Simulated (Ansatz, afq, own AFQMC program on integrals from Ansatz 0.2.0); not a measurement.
AFQMC on a folder of integrals that Ansatz 0.2.0 wrote.

```yaml
crystal:
  periodic: [false, false, false]
  atoms:
    - {symbol: P, position_ang: [0.000000, 0.000000, 0.000000]}
    - {symbol: Ga, position_ang: [0.000000, 0.000000, 2.129300]}
basis:
  gaussian: {orbitals: aug-cc-pVDZ}
magnetization: {spin_polarized: true, initial_magnetization: 2}
correlation: {method: ccsd_t, electrons: outside_noble_gas, hamiltonian_folder: ham}
```

```sh
$ ansatz run in.yaml --threads 1 --pin off --events-out ev --progress --plain --max-ram 1382MiB
```

afq runs on the folder ham with

```
--method phaseless --trial cisd --walkers 60 --populations 1 --least-time 40 --time-step 0.005 --steps-per-block 50 --equilibration-blocks 28 --max-blocks 300 --target-error 0.00034 --factor-cut 1e-05 --start spin_pure --seed 9664 --release-times 0.24,0.51,0.99,1.62,2.4 --release-step 0.03 --release-every 4 --taylor-order 6
```

Times are imaginary, in 1/Eh. The walk had a cap of 1630 s. Filled inner d shells are frozen with the cores.

Output of the walk:

```
orbitals 44  electrons 5 3  factors 332 of 690
reference energy -2263.91137703 Eh
CCSD correlation -0.16097974 Eh in 13 cycles, weight of the determinant in the CISD state 0.8641
energy of the start -2264.071332 Eh
 block  time / (1/Eh)  mean weight  energy / Eh
     1     0.250  1.0005  -2264.069998
     2     0.500  0.9995  -2264.070767
     3     0.750  0.9997  -2264.072665
     4     1.000  1.0004  -2264.074456
     5     1.250  1.0000  -2264.075170
     9     2.250  0.9998  -2264.082234
    33     8.250  0.9994  -2264.096113
    65    16.250  0.9998  -2264.080259
    97    24.250  0.9993  -2264.081025
   129    32.250  1.0000  -2264.079318
   161    40.250  0.9990  -2264.085263
   193    48.250  1.0001  -2264.080053
   225    56.250  1.0004  -2264.081390
   249    62.250  1.0009  -2264.076192
   257    64.250  0.9998  -2264.084379
   289    72.250  0.9997  -2264.081126
   321    80.250  1.0022  -2264.087635
blocks merged  error / Eh  count
     1  0.000260  300
     2  0.000335  150
     4  0.000428  75
     8  0.000518  37
    16  0.000472  18
    32  0.000411  9
released: time / (1/Eh)  energy / Eh  error  mean overlap
  0.24  -2264.081876  0.000543  1.0089
  0.51  -2264.081735  0.000486  1.0070
  0.99  -2264.082200  0.000350  0.9971
  1.62  -2264.082099  0.000373  0.9997
  2.40  -2264.082772  0.000495  0.9761
energy -2264.082035 +/- 0.000518 Eh
(rows thinned)
```

The run passed its tests (sampling time, drift between the halves within three errors, error under three times the target), which doesn't prove that it has relaxed.

Against this walk (error 14.1 meV) on the same determinant: CCSD(T) 40.3 meV higher, CCSDT(Q) 21.1 meV lower (within the noise). The error is statistical and leaves out the bias of the constraint. Released to 2.40 1/Eh the energy moves by -20 ± 19 meV (both errors), within twice the noise.

Cautions: constraint bias not in the error; error above the target (14.1 against 9.3 meV); no relativity below Rb; no spin-orbit coupling; inner d shell frozen; an unrestricted solution with more broken spin lies lower (95 meV, ⟨S²⟩ 2.19).

The walk took 14 min on 1 thread of Intel(R) Xeon(R) Platinum 8488C (Sapphire Rapids), with other jobs on the host. The log's last line is the phaseless energy.

CCSDT and higher add their correlation energy to the determinant of the CCSD(T) run, since their own runs factorise the integrals more tightly (a shift of under 2 meV). A walk keeps the symmetry of its determinant, which the program's search chose and which needn't be the lowest solution, so a lower state of the same spin and another symmetry isn't excluded.
